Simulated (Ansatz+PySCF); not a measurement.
Two shapes of singlet C5H5(-).

Shape 1:

```xyz
10

C     1.2016    0.0000    0.0000
C     0.3713    1.1428    0.0000
C    -0.9721    0.7063    0.0000
C    -0.9721   -0.7063    0.0000
C     0.3713   -1.1428    0.0000
H     2.2974    0.0000    0.0000
H     0.7099    2.1849    0.0000
H    -1.8586    1.3504    0.0000
H    -1.8586   -1.3504    0.0000
H     0.7099   -2.1849    0.0000
```

Shape 2:

```xyz
10

C     1.2500    0.0123    0.0022
C     0.3492    1.1135   -0.0339
C    -0.9940    0.6803   -0.0367
C    -1.0165   -0.6836   -0.0042
C     0.3592   -1.1634   -0.0439
H     2.2609    0.0217   -0.0264
H     0.7372    2.2211    0.0211
H    -1.9064    1.3617    0.0094
H    -1.8788   -1.3066    0.0133
H     0.7586   -2.1958   -0.0035
```

Basis set: def2-SVP (spherical functions). Correlated methods keep 5 orbitals frozen. Charge -1, multiplicity 1.

Computed with Ansatz (development build ahead of 0.2.0); each method stands on the lowest determinant of its kind that the runs found.

Question: Which shape is lower in energy, and by how much in each method?

Answer:

| method | E(2) − E(1) (eV) |
| --- | --- |
| UHF | 0.589 |
| UHF-MP2 | 0.519 |
| PBE (restricted) | 0.479 |
| PBE0 (restricted) | 0.528 |
| r²SCAN (restricted) | 0.504 |

Shape 1 is lower. Caution: no diffuse functions for an anion.
